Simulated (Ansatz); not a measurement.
hcp Ti, treated with PBE-D3(BJ) in Ansatz (plane waves, PAW).

Run with plane-wave cutoff 520 eV, 24×24×12 k mesh (along the axes of the cell as run), Fermi–Dirac smearing 0.05 eV, no spin polarisation, scalar-relativistic PAW data made under PBE.

Shape and atoms are relaxed at each volume.

Pressure at four volumes; x = ln(V/16.506 Å³). One pressure is withheld.

| V (Å³/atom) | x | P (GPa) |
|---|---|---|
| 15.846 | -0.0408 | ? |
| 16.176 | -0.0202 | 2.53 |
| 16.506 | 0.0000 | 0.00 |
| 17.166 | 0.0392 | -4.43 |

Task: Pass a parabola P(x) through the three rows shown, estimate the bulk modulus and its pressure derivative near zero pressure, and predict the withheld pressure.

Result: Slopes between the rows: (0.00 − (2.53))/(0.0000 − (-0.0202)) = -125.25 and (-4.43 − (0.00))/(0.0392 − (0.0000)) = -113.01 GPa. Their difference over the span 0.0594 is c = 12.24/0.0594 = 206.1 GPa, so P(x) = 2.53 + (-125.25)(x − (-0.0202)) + 206.1 (x − (-0.0202))(x − (0.0000)). At the middle row B = −dP/dx = −[-125.25 + 206.1 × 0.0202] = 121.1 GPa, and B′ = dB/dP = 2c/B = 3.4. At x = -0.0408 the parabola gives 5.28 GPa; the run gives 5.30 GPa. The Birch–Murnaghan fit to the energies at all volumes has B0 = 121 GPa and B′ = 3.5.

Measured, for comparison: bulk modulus 108 GPa (zero-point energy and finite temperature contributions removed; as tabulated in doi:10.1021/acs.jctc.3c00612). Computed (rounded) less measured: bulk modulus +12 %.

Note: the bulk modulus comes from volumes at which shape and atoms were relaxed.

Ansatz is a quantum-chemistry and plane-wave program.
